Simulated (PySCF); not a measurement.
PySCF input file for CH, SMILES [CH] (connectivity only; charge and spin as stated), charge +1, multiplicity 1, B3LYP-D3(BJ)/def2-TZVPD. Geometry: B3LYP-D3(BJ)/def2-TZVPD.

```python
import numpy as np
from pyscf import gto, scf, dft, df
from pyscf.hessian import thermo

mol = gto.M(
    atom='''
    C     0.00000000    0.00000000   -0.16252067
    H     0.00000000    0.00000000    0.97512400
    ''',
    basis='def2-TZVPD',
    charge=1,
    spin=0,
    max_memory=1600,
    verbose=3,
)
mf = dft.RKS(mol, xc='b3lyp').density_fit(auxbasis='def2-universal-jkfit')
mf.disp = 'd3bj'
mf.grids.level = 3
mf.conv_tol = 1e-11
mf.max_cycle = 100
mf.kernel()

# [left out here: the lines that compute and print the analytic Hessian (its translational invariance restored by hand, since the grid's response is missing), thermochemistry and intensities]
```

It prints:

```
converged SCF energy = -38.0931515187802

WARN: DFTD3 does not support analytical Hessian, using finite difference


WARN: Mole.unit (angstrom) is changed to Bohr

Mode                                 0
Irrep
Freq [cm^-1]                     2797.6888
Reduced mass [au]                   1.0850
Force const [Dyne/A]                5.0033
Char temp [K]                    4025.2513
Normal mode                   x     y     z
       0   C                 0.00  0.00 -0.08
       1   H                 0.00  0.00  0.96
temperature 298.1500 [K]
pressure 101325.00 [Pa]
Rotational constants [GHz] inf 419.89611 419.89611
Symmetry number 1
Zero-point energy (ZPE) 0.00637 [Eh]   16733.895 [J/mol]
                           tot       elec      trans        rot        vib
Entropy [J/mol/K]       171.470      0.000    140.753     30.716      0.000
Cv [J/mol/K]             20.788      0.000     12.472      8.314      0.002
Cp [J/mol/K]             29.103      0.000     20.786      8.314      0.002
Internal energy [J/mol]                      3718.434   2478.956  16733.941
Internal energy [Eh]   -38.08442  -38.09315
Enthalpy [J/mol]                             6197.391   2478.956  16733.941
Enthalpy [Eh]          -38.08347
Gibbs free energy [J/mol]                  -35768.203  -6679.054  16733.892
Gibbs free energy [Eh] -38.10295
mode   freq/cm-1   IR/(km/mol)
   1     2797.69         1.319
max |gradient| / (hartree/bohr): 9.423451603173775e-05
APT charges: [0.6904 0.3096]
```

The calculation finished and met its thresholds.

Cost: very roughly 1.1 core-seconds.
